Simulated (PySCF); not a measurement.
SiH4, SMILES [SiH4]. Atoms are numbered in the order given.

```xyz
5

Si     0.0000     0.0000     0.0000
H      0.8546    -0.8546    -0.8546
H     -0.8546    -0.8546     0.8546
H     -0.8546     0.8546    -0.8546
H      0.8546     0.8546     0.8546
```

The structure is a stationary point at B3LYP-D3(BJ)/def2-TZVPD. The isomer is the one that the SMILES or the coordinates give; other isomers of the formula were not compared.

These are PBE0/pcJ-1 (PySCF) values and carry that method's errors.

Isotropic couplings with Fermi-contact, spin-dipole and both spin-orbit terms, one fixed conformer, no vibrational averaging. Isotopes: 1H, 29Si.

Computed spin–spin coupling constants:
| pair | bonds apart | J (Hz) |
|---|---|---|
| Si1–H2 | 1 | -199.5 |
| Si1–H3 | 1 | -199.5 |
| Si1–H4 | 1 | -199.5 |
| Si1–H5 | 1 | -199.5 |
| H2–H3 | 2 | -1.1 |
| H2–H4 | 2 | -1.1 |
| H2–H5 | 2 | -1.1 |
| H3–H4 | 2 | -1.1 |
| H3–H5 | 2 | -1.1 |
| H4–H5 | 2 | -1.1 |
